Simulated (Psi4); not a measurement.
# CH4FSi (SMILES FC[SiH2]): ROCCSD(T)/pcseg-0 (ZORA)

Aim: the vertical doublet–quartet gap of CH4FSi at ROCCSD(T)/pcseg-0 (ZORA), from 2 runs. Input form: a Python script.

The calculation is run with Psi4 1.11.

## Step 1: The system as given

CH4FSi: 7 atoms, total charge 0, spin state doublet. SMILES: `FC[SiH2]`. The coordinates come from a GFN2-xTB relaxation. This is one conformer, not always the lowest.

Bond lengths: F1–C2 1.381 Å, C2–Si3 1.915 Å, C2–H4 1.094 Å, C2–H5 1.096 Å, Si3–H6 1.455 Å, Si3–H7 1.457 Å. Angles: F1–C2–Si3 110.5°, F1–C2–H4 106.4°, F1–C2–H5 106.0°, Si3–C2–H4 113.1°, Si3–C2–H5 112.2°, C2–Si3–H6 111.4°, C2–Si3–H7 109.2°, H4–C2–H5 108.3°, H6–Si3–H7 116.0°.

## Step 2: The energy at ROCCSD(T)/pcseg-0 (ZORA)

Contents of ch4fsi.xyz:

```xyz
7
CH4FSi
F     -1.836860    -0.025350     0.073010
C     -0.586200    -0.230660    -0.476650
Si     0.775350     0.009120     0.848120
H     -0.597080    -1.238190    -0.902400
H     -0.496440     0.488720    -1.298130
H      0.669960     1.311040     1.488860
H      2.071270    -0.314670     0.267190
```

Contents of run.py:

```python
import psi4

psi4.set_memory('1600 MB')
psi4.set_num_threads(1)
psi4.set_output_file('ch4fsi.out', False)

with open('ch4fsi.xyz') as f:
    atoms = ''.join(f.readlines()[2:])
m = psi4.geometry('0 2\n' + atoms + 'no_reorient\nno_com')

options = {'basis': 'pcseg-0', 'reference': 'rohf', 'scf_type': 'pk', 'freeze_core': True, 'relativistic': 'zora'}
psi4.set_options(options)

result, w = psi4.energy('ccsd(t)', return_wfn=True)
print(f'total energy {result:.8f} hartree = {result * 27.211386:.5f} eV')
```

Run with:

```console
$ python run.py
```

ch4fsi.out, cut to the lines that bear on the results:

```text
[...]
  Running in c1 symmetry.
[...]
  Nuclear repulsion =  101.127698508504722
[...]
  Multiplicity = 2
[...]
  Nalpha       = 17
  Nbeta        = 16
[...]
    Number of basis functions: 39
[...]
   @ROHF iter   1:  -428.71838128331399   -6.15709e-01   4.30281e-03 DIIS
[...]
   @ROHF iter  10:  -428.75319323030510   -6.93490e-12   9.58688e-09 DIIS
[...]
    Orbital Energies [Eh]
    ---------------------
    Doubly Occupied:
       1A    -69.093280     2A    -26.308042     3A    -11.319720
       4A     -6.109922     5A     -4.279036     6A     -4.278730
       7A     -4.277544     8A     -1.574457     9A     -0.947322
      10A     -0.729083    11A     -0.693382    12A     -0.667978
      13A     -0.623198    14A     -0.528656    15A     -0.503116
      16A     -0.453917
    Singly Occupied:
      17A     -0.147244
[...]
  @ROHF Final Energy:  -428.75319323030510
   => Energetics <=
    Nuclear Repulsion Energy =            101.1276985085047215
    One-Electron Energy =                -794.6439196950353789
    Two-Electron Energy =                 264.7630279562255282
    Total Energy =                       -428.7531932303051008
[...]
 Multipole Moments:
 ------------------------------------------------------------------------------------
     Multipole            Electronic (a.u.)      Nuclear  (a.u.)        Total (a.u.)
 ------------------------------------------------------------------------------------
 L = 1.  Multiply by 2.5417464519 to convert [e a0] to [Debye]
 Dipole X            :         15.1196677          -14.2604970            0.8591708
 Dipole Y            :          2.2201658           -2.3385928           -0.1184270
 Dipole Z            :        -17.7574661           17.4353502           -0.3221158
 Magnitude           :                                                    0.9251800
[...]
      * MP2 total energy                      = -429.011260442005778
[...]
      * CCSD total energy                     = -429.038278149563155
[...]
      * CCSD(T) total energy                     = -429.043392031058545
```

The script printed:

```text
total energy -429.04339203 hartree = -11674.86535 eV
```

Wall time 6.6 s (1 thread of Intel Xeon 6975P-C (Granite Rapids), shared host); peak memory 0.41 GiB.

## Step 3: The quartet

ch4fsi.xyz is that of step 2.

Contents of ch4fsi.py:

```python
import psi4

psi4.set_memory(1600000000)
psi4.set_num_threads(1)
psi4.core.set_output_file('run.log', False)

with open('ch4fsi.xyz') as f:
    atoms = ''.join(f.readlines()[2:])
mol = psi4.geometry('0 4\n' + atoms + 'no_reorient\nno_com')

psi4.set_options(dict(basis='pcseg-0', reference='rohf', scf_type='pk', freeze_core=True, relativistic='zora'))

result = psi4.energy("ccsd(t)")
print('E =', round(result, 9))
```

Run with:

```console
$ python ch4fsi.py
```

run.log, cut to the lines that bear on the results:

```text
[...]
  Running in c1 symmetry.
[...]
  Nuclear repulsion =  101.127698508504722
[...]
  Multiplicity = 4
[...]
  Nalpha       = 18
  Nbeta        = 15
[...]
    Number of basis functions: 39
[...]
   @ROHF iter   1:  -428.38849480702186   -2.85822e-01   3.96030e-03 DIIS
[...]
   @ROHF iter  19:  -428.44568269265426   -4.54747e-13   3.67597e-09 DIIS
[...]
    Orbital Energies [Eh]
    ---------------------
    Doubly Occupied:
       1A    -69.093569     2A    -26.404465     3A    -11.379920
       4A     -6.109242     5A     -4.278979     6A     -4.277225
       7A     -4.275437     8A     -1.653757     9A     -1.000702
      10A     -0.764890    11A     -0.743306    12A     -0.728890
      13A     -0.651753    14A     -0.593182    15A     -0.493866
    Singly Occupied:
      16A     -0.348186    17A     -0.137138    18A      0.060233
[...]
  @ROHF Final Energy:  -428.44568269265426
   => Energetics <=
    Nuclear Repulsion Energy =            101.1276985085047215
    One-Electron Energy =                -793.1691163287051722
    Two-Electron Energy =                 263.5957351275461065
    Total Energy =                       -428.4456826926543158
[...]
 Multipole Moments:
 ------------------------------------------------------------------------------------
     Multipole            Electronic (a.u.)      Nuclear  (a.u.)        Total (a.u.)
 ------------------------------------------------------------------------------------
 L = 1.  Multiply by 2.5417464519 to convert [e a0] to [Debye]
 Dipole X            :         14.1830653          -14.2604970           -0.0774317
 Dipole Y            :          2.1188223           -2.3385928           -0.2197705
 Dipole Z            :        -18.6021685           17.4353502           -1.1668183
 Magnitude           :                                                    1.1898570
[...]
      * MP2 total energy                      = -428.706279504591350
[...]
      * CCSD total energy                     = -428.736342577419350
[...]
      * CCSD(T) total energy                     = -428.743324691072871
```

The script printed:

```text
E = -428.743324691
```

It took 7.5 s on 1 thread of Intel Xeon 6975P-C (Granite Rapids), shared host; peak memory 0.41 GiB.

## Step 4: Outcome

At ROCCSD(T)/pcseg-0 (ZORA), 7 core orbitals frozen:

```
                                            quantity          value
                               doublet: total energy  -429.04339 Eh
doublet: correlation energy (7 core orbitals frozen)     -290.2 mEh
                             doublet: (T) correction      -5.11 mEh
                              doublet: T1 diagnostic          0.016
                               quartet: total energy  -428.74332 Eh
quartet: correlation energy (7 core orbitals frozen)     -297.6 mEh
                             quartet: (T) correction      -6.98 mEh
                              quartet: T1 diagnostic          0.050
    vertical energy of the quartet above the doublet       8.165 eV
```

**Reading.** At this shape the quartet lies 8.17 eV (788 kJ/mol) above the doublet. The triples (doublet) make up 1.8 % of the correlation energy. The T1 diagnostic (quartet) of 0.050 is above the customary mark for such species, so a single reference may not serve. The triples (quartet) make up 2.3 % of the correlation energy.
